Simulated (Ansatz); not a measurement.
Relaxation of CH₄BF (7 atoms, charge 0, multiplicity 1), to a largest force component of 0.02 eV/Å in at most 40 steps.

Theory: Ansatz, RHF/def2-SVP.

```xyz
7
Properties=species:S:1:pos:R:3
B 0.000 0.000 0.000
F 0.000 0.000 1.320
H 1.030 0.000 -0.595
C -1.386 0.000 -0.800
H -1.946 -0.930 -0.571
H -1.990 0.880 -0.495
H -1.184 0.051 -1.890
```

Question: Where does it end, and by what steps?

Answer: The run converged. The force dipped under the threshold on the way, but the program's further checks kept it going. After 6 steps the energy has fallen by 0.059 eV; H3 moved furthest, 0.08 Å.

| step | energy less start (eV) | largest force component (eV/Å) | accepted |
| --- | --- | --- | --- |
| 0 | 0.0000 | 1.021 | yes |
| 1 | -0.0535 | 0.357 | yes |
| 2 | -0.0583 | 0.135 | yes |
| 3 | -0.0584 | 0.125 | yes |
| 4 | -0.0571 | 0.239 | no |
| 5 | -0.0591 | 0.006 | yes |
| 6 | -0.0591 | 0.005 | yes |

```xyz
7
Properties=species:S:1:pos:R:3
B -0.003 0.001 -0.032
F -0.029 0.007 1.288
H 1.085 -0.013 -0.542
C -1.367 0.005 -0.811
H -1.926 -0.903 -0.562
H -1.983 0.847 -0.480
H -1.252 0.055 -1.893
```

Whether the end is a true minimum wasn't checked by a vibrational analysis.

Run time: 7.2 s on 1 thread of Arm Neoverse V1, on a shared host, peak memory 0.11 GiB.
